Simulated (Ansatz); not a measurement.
# CF+ (quintet): from Hartree-Fock to the top rungs, def2-QZVPP

An exercise on one series of results from a longer session: the logs are not shown, and one member is left open.

The runs use Ansatz 0.2.0, Gaussian basis; def2-QZVPP, core rule «outside noble gas», up to 2 orbitals frozen.

To be run: UHF; ROHF; CCSD(T) on UHF.

**What is computed**

The geometry is a PBE0/def2-TZVP stationary point (not a proven minimum) of the parent state, kept for this charge and spin.

2 atoms, charge 1, spin multiplicity 5.

Atoms are counted from 1 here; the program's logs count them from 0.

Bond lengths: C1–F2 1.316 Å.

Coordinates:

```xyz
2

C     0.0000    0.0000    0.0000
F     0.0000    0.0000    1.3159
```

Set-up of the first run:

Input file in.yaml:

```yaml
crystal:
  periodic: [false, false, false]
  atoms:
    - {symbol: C, position_ang: [0.000000, 0.000000, 0.000000]}
    - {symbol: F, position_ang: [0.000000, 0.000000, 1.315900]}
basis:
  gaussian: {orbitals: "def2-QZVPP.json"}
total_charge: 1
magnetization: {spin_polarized: true, initial_magnetization: 4}
hamiltonian: {xc: hf}
output: {orbitals: {seedname: orbitals}}
```

On the command line:

```
> ansatz run in.yaml --threads 1 --pin off --events-out ev --progress --plain --max-ram 4096MiB --backend cpu
```

Steps of the session up to this table: UHF; ROHF; CCSD(T) on UHF.

One of the session's tables, all rows but one given; the rest of the session is left out.

| method | from UCCSD(T) (meV) |
| --- | --- |
| ROHF | +7776.7 |
| UHF | ? |
| UMP2 | +661.7 |
| UCCSD | +175.9 |
| UCCSD(T) | 0 |

Estimate the missing values for UHF.

The run gave: from UCCSD(T) (meV): +7604.3. In the column «from UCCSD(T) (meV)» it lies between UMP2 (+661.7) and ROHF (+7776.7).
